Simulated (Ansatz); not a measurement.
Geometry optimisation, RHF/def2-SVP (Ansatz).

Input file:

```yaml
crystal:
  periodic: [false, false, false]
  atoms:
    - { symbol: B, position_ang: [-0.07972, 0.468543, -0.460427] }
    - { symbol: "N", position_ang: [-0.007641, -0.022889, 2.242986] }
    - { symbol: H, position_ang: [-0.808501, -0.111351, 2.844003] }
    - { symbol: H, position_ang: [0.80166, -0.307604, 2.764027] }
    - { symbol: H, position_ang: [1.061225, 0.169683, -0.654786] }
    - { symbol: H, position_ang: [-0.98862, -0.272902, -0.724179] }
    - { symbol: O, position_ang: [-0.332245, 1.755537, -0.034959] }
    - { symbol: H, position_ang: [-1.252306, 1.952011, 0.036113] }
    - { symbol: H, position_ang: [0.096547, 0.968673, 1.995021] }
basis:
  gaussian: { orbitals: def2-SVP }
hamiltonian:
  xc: hf
relax:
  f_tol: 0.03
  max_steps: 50
output:
  orbitals: {}
```

Run as:

```bash
$ ansatz run input.yaml --threads 1 --pin off --max-ram 2048MiB --backend cpu --events-out ev --progress --plain --runs-dir out
```

**Question.** Where does it end, and by what steps?

**Answer.** The forces met the threshold. After 17 steps the energy has fallen by 0.285 eV; H4 moved furthest, 0.86 Å. Joined: B1–N2 (2.75 → 1.72 Å).

```
step  energy less start (eV)  largest force component (eV/Å)  accepted
   0                  0.0000                           1.043       yes
   1                 -0.0519                           0.958       yes
   2                 -0.0542                           1.234       yes
   3                 -0.0824                           1.013       yes
   4                 -0.0992                           0.747       yes
   5                 -0.1221                           0.316       yes
   6                 -0.1326                           0.271       yes
   7                 -0.1410                           0.203       yes
   8                 -0.1640                           0.316       yes
   9                 -0.2016                           0.536       yes
  10                 -0.1772                           1.490        no
  11                 -0.2455                           0.152       yes
  12                 -0.2614                           0.403       yes
  13                 -0.2750                           0.089       yes
  14                 -0.2825                           0.053       yes
  15                 -0.2835                           0.176       yes
  16                 -0.2846                           0.046       yes
  17                 -0.2848                           0.012       yes
```

```xyz
9
Properties=species:S:1:pos:R:3
B -0.049 0.462 0.161
N 0.031 0.195 1.862
H -0.883 0.236 2.283
H 0.449 -0.694 2.081
H 1.122 0.328 -0.157
H -0.783 -0.442 -0.224
O -0.555 1.783 0.032
H -1.435 1.805 -0.301
H 0.593 0.925 2.269
```

Whether the end is a true minimum wasn't checked by a vibrational analysis.

Run time: 11 s on 1 thread of Intel(R) Xeon(R) 6975P-C (Granite Rapids), with other jobs on the host, peak memory 0.15 GiB.
